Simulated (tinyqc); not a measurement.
Pariser-Parr-Pople SCF with singles CI, for the molecule c1ccsc1 (SMILES; centres numbered as the heavy atoms are written), step by step. One step of it, computed by the program tinyqc.

Problem. Iteration 3: Fock matrix. F_rr = H_rr + P_rr gamma_rr / 2 + sum_(s != r) P_ss gamma_rs; F_rs = H_rs - P_rs gamma_rs / 2; E = tr P (H + F) / 2 + core repulsion sum_(r<s) z_r z_s gamma_rs.

P after iteration 2, lower triangle:
```
           1C         2C         3C        4S        5C
1C   1.080498
2C   0.563336   1.080465
3C  -0.102064   0.773654   1.108287
4S  -0.259342  -0.259271   0.488900  1.622442
5C   0.773626  -0.102057  -0.374557  0.488941  1.108309
```

core matrix H (eV), lower triangle:
```
            1C          2C          3C          4S          5C
1C  -34.223368
2C   -2.390000  -34.222577
3C    0.000000   -2.390000  -35.702907
4S    0.000000    0.000000   -2.020000  -41.432014
5C   -2.390000    0.000000    0.000000   -2.020000  -35.701701
```

repulsion gamma_rs (eV), lower triangle:
```
           1C         2C         3C         4S         5C
1C  11.130000
2C   5.344818  11.130000
3C   4.046371   5.346212  11.130000
4S   4.163681   4.163220   5.552194  13.000000
5C   5.344818   4.045107   4.045936   5.552920  11.130000
```

Centres (angstrom, eV; a flat drawing with bonds scaled to 1.40 angstrom):
```
centre          x          y  core charge z          W   gamma_rr
1C       1.191000   0.000000              1  11.160000  11.130000
2C       0.368000   1.133000              1  11.160000  11.130000
3C      -0.963000   0.700000              1  11.160000  11.130000
4S      -0.963000  -0.700000              2  22.000000  13.000000
5C       0.368000  -1.133000              1  11.160000  11.130000
```

Give: F; pi energy.

Solution.

F (eV), lower triangle:
```
         1C       2C       3C       4S       5C
1C  -5.2719
2C  -3.8955  -5.2718
3C   0.2065  -4.4581  -5.8945
4S   0.5399   0.5397  -3.3772  -9.5813
5C  -4.4574   0.2064   0.7577  -3.3775  -5.8950
```

pi energy = -83.1410 eV
